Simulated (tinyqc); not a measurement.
RHF in the sto-3g basis, for BH3, spin multiplicity 1, step by step. One step of it, computed by the program tinyqc.

Question. Orthogonalisation. S = U s U^T; symmetric (Loewdin) form X = U s^(-1/2) U^T, so that X^T S X = 1.

overlap S, order 1B 1s, 1B 2s, 1B 2px, 1B 2py, 1B 2pz, 2H 1s, 3H 1s, 4H 1s:
$$\begin{pmatrix}
1.000000 & 0.269328 & 0.000000 & 0.000000 & 0.000000 & 0.053251 & 0.053341 & 0.053341 \\
0.269328 & 1.000000 & 0.000000 & 0.000000 & 0.000000 & 0.426647 & 0.427013 & 0.427013 \\
0.000000 & 0.000000 & 1.000000 & 0.000000 & 0.000000 & 0.453382 & -0.226783 & -0.226783 \\
0.000000 & 0.000000 & 0.000000 & 1.000000 & 0.000000 & 0.000000 & 0.392902 & -0.392902 \\
0.000000 & 0.000000 & 0.000000 & 0.000000 & 1.000000 & -0.015148 & -0.015166 & -0.015166 \\
0.053251 & 0.426647 & 0.453382 & 0.000000 & -0.015148 & 1.000000 & 0.080976 & 0.080976 \\
0.053341 & 0.427013 & -0.226783 & 0.392902 & -0.015166 & 0.080976 & 1.000000 & 0.081036 \\
0.053341 & 0.427013 & -0.226783 & -0.392902 & -0.015166 & 0.080976 & 0.081036 & 1.000000
\end{pmatrix}$$

Give: eigenvalues of S; X.

Answer.

eigenvalues of S: [0.3072, 0.4024, 0.4027, 0.9577, 1.0019, 1.5163, 1.5166, 1.8952]

X, order 1B 1s, 1B 2s, 1B 2px, 1B 2py, 1B 2pz, 2H 1s, 3H 1s, 4H 1s:
$$\begin{pmatrix}
1.0332 & -0.1750 & 0.0000 & 0.0000 & 0.0012 & 0.0268 & 0.0268 & 0.0268 \\
-0.1750 & 1.3335 & -0.0002 & 0.0000 & -0.0105 & -0.2911 & -0.2915 & -0.2915 \\
0.0000 & -0.0002 & 1.1662 & 0.0000 & 0.0000 & -0.3109 & 0.1556 & 0.1556 \\
0.0000 & 0.0000 & 0.0000 & 1.1665 & 0.0000 & 0.0000 & -0.2696 & 0.2696 \\
0.0012 & -0.0105 & 0.0000 & 0.0000 & 1.0004 & 0.0101 & 0.0101 & 0.0101 \\
0.0268 & -0.2911 & -0.3109 & 0.0000 & 0.0101 & 1.2091 & -0.0124 & -0.0124 \\
0.0268 & -0.2915 & 0.1556 & -0.2696 & 0.0101 & -0.0124 & 1.2096 & -0.0125 \\
0.0268 & -0.2915 & 0.1556 & 0.2696 & 0.0101 & -0.0124 & -0.0125 & 1.2096
\end{pmatrix}$$
